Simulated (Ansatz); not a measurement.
# CH4S (triplet): from Hartree-Fock to the top rungs at distance C1–H5 along a hydrogen transfer = 1.294 Å, cc-pVDZ

One table from this session's results is given with a row withheld; the runs are named, their logs left out.

Method: cc-pVDZ, core rule «outside noble gas», up to 6 orbitals frozen; program: Ansatz 0.2.0, Gaussian basis.

To be run: UHF; CCSD(T) on ROHF; CCSD(T) on UHF; BCCD(T) on ROHF; CISD; CCSDT(Q) on ROHF; CCSDT(Q) on UHF; CASSCF and MRCISD+Q, 4 electrons in 4 orbitals; CASSCF and NEVPT2, 4 electrons in 4 orbitals.

5 further runs of the same task are left out: 1 for a mislabelled method, 2 that didn't finish, 2 set aside as unsound or not needed.

## What is computed

The geometry derives from fragments relaxed apart (PBE0/def2-TZVP) and kept rigid, so it is no stationary point. A hydrogen atom is moved between rigid fragments.

6 atoms, charge 0, spin multiplicity 3.

Atoms are counted from 1 here; the program's logs count them from 0.

Bond lengths: C1–H2 1.090 Å, C1–H3 1.090 Å, C1–H4 1.090 Å, C1–H5 1.294 Å. Angles: H2–C1–H3 109.5°, H2–C1–H4 109.5°, H2–C1–H5 109.5°, H3–C1–H4 109.5°, H3–C1–H5 109.5°, H4–C1–H5 109.5°.

Set-up of the first run:

Input file in.yaml:

```yaml
crystal:
  periodic: [false, false, false]
  atoms:
    - {symbol: C, position_ang: [-2.127176, 0.000000, 0.000000]}
    - {symbol: H, position_ang: [-2.490382, 1.027301, 0.000000]}
    - {symbol: H, position_ang: [-2.490382, -0.513650, 0.889668]}
    - {symbol: H, position_ang: [-2.490382, -0.513650, -0.889669]}
    - {symbol: H, position_ang: [-0.833176, 0.000000, 0.000000]}
    - {symbol: S, position_ang: [1.057824, 0.000000, 0.000000]}
basis:
  gaussian: {orbitals: cc-pVDZ}
magnetization: {spin_polarized: true, initial_magnetization: 2}
hamiltonian: {xc: hf}
output: {orbitals: {seedname: orbitals}}
```

Run with:

```bash
> ansatz run in.yaml --threads 1 --pin off --events-out ev --progress --plain --max-ram 2393MiB
```

Steps of the session up to this table: UHF; CCSD(T) on ROHF; CCSD(T) on UHF; BCCD(T) on ROHF; CISD; CCSDT(Q) on ROHF; CCSDT(Q) on UHF; CASSCF and MRCISD+Q, 4 electrons in 4 orbitals; CASSCF and NEVPT2, 4 electrons in 4 orbitals.

One table of the session follows, with a row left open; its other results are not shown here.

It belongs to the step «Misses and costs». 

| method | from UCCSDT(Q) (kJ/mol) |
| --- | --- |
| ROHF | +814.7 |
| UHF | +798.4 |
| RMP2 | +127.8 |
| UMP2 | +130.7 |
| CISD | +89.7 |
| RCCSD | +19.6 |
| UCCSD | +19.3 |
| RCCSD(T) | +3.0 |
| UCCSD(T) | +3.0 |
| BCCD(T) | +3.0 |
| RCCSDT | +0.9 |
| UCCSDT | +0.9 |
| RCCSDT(Q) | 0.0 |
| UCCSDT(Q) | 0 |
| CASSCF pair | +757.8 |
| NEVPT2 pair | +123.9 |
| MRCISD pair | +78.6 |
| MRCISD+Q pair | ? |

Estimate the missing values for MRCISD+Q pair.

As computed: from UCCSDT(Q) (kJ/mol): +6.8. In the column «from UCCSDT(Q) (kJ/mol)» it lies between BCCD(T) (+3.0) and UCCSD (+19.3).

To keep in mind: Restricted and unrestricted rows rest on different reference determinants; where their highest levels disagree by more than a few hundredths of an eV, they describe different states and don't form one ladder.
